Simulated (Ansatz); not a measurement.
Two structures of BH$_{3}$SO, singlet, reached by relaxing down either side of one saddle point (PBE0-D4/def2-TZVP). Energies are electronic, without zero-point energy. Ansatz 0.2.0; basis: def2-TZVPP and def2-QZVPP; cores frozen in the correlated methods. Extrapolation: Hartree–Fock as exp(−7.88 √X), correlation as X^−2.97. First:

```json
{"atom": "B1", "x (Å)": "-0.2049", "y (Å)": "0.3296", "z (Å)": "-0.0972"}
{"atom": "S2", "x (Å)": "0.7654", "y (Å)": "-0.8807", "z (Å)": "0.8409"}
{"atom": "O3", "x (Å)": "-0.5668", "y (Å)": "0.0999", "z (Å)": "-1.3785"}
{"atom": "H4", "x (Å)": "-0.2738", "y (Å)": "-0.7395", "z (Å)": "-1.7440"}
{"atom": "H5", "x (Å)": "-0.5432", "y (Å)": "1.3573", "z (Å)": "0.4050"}
{"atom": "H6", "x (Å)": "0.8235", "y (Å)": "-0.1665", "z (Å)": "1.9737"}
```

Second:

B1  (-0.831, 1.165, -0.639)
S2  (1.374, -0.863, 0.772)
O3  (-1.267, 0.307, -1.357)
H4  (0.785, -1.304, -0.352)
H5  (-0.446, 2.042, 0.037)
H6  (0.384, -1.346, 1.539)
(Å)

(1) Which bonds change from the first to the second?

(2) Give the saddle point's structure and its height above each. (An estimate is asked for; the value comes from the calculation.)

T1 diagnostic: at most 0.019.

Answers

(1) BH₃SO ([OH][BH][SH]) → BHO ([BH][O]) + H₂S; bonds formed: S2–H4; bonds broken: B1–S2, O3–H4.

(2) Computed: 2.180 eV above the first and 1.056 eV above the second (CCSD(T) at an estimated basis limit (MP2 extrapolated from triple and quadruple zeta, plus CCSD(T) − MP2 in triple zeta)).
B1  (-0.358, 0.728, -0.316)
S2  (1.147, -0.570, 0.512)
O3  (-0.826, -0.046, -1.201)
H4  (0.180, -0.888, -0.616)
H5  (-0.450, 1.809, 0.168)
H6  (0.307, -1.034, 1.453)
(Å)

Labels in which every atom is bracketed show which atoms are joined, not bond orders.

For scale, one of the runs: CCSD(T)/def2-TZVPP, 146 basis functions, launched by `ansatz run in.yaml --threads 2 --pin off --events-out ev --progress --plain --max-ram 4352MiB`. Hardware: 2 CPU threads of an Arm Neoverse V2, shared host. Wall time 13 s; peak host memory 0.88 GiB.
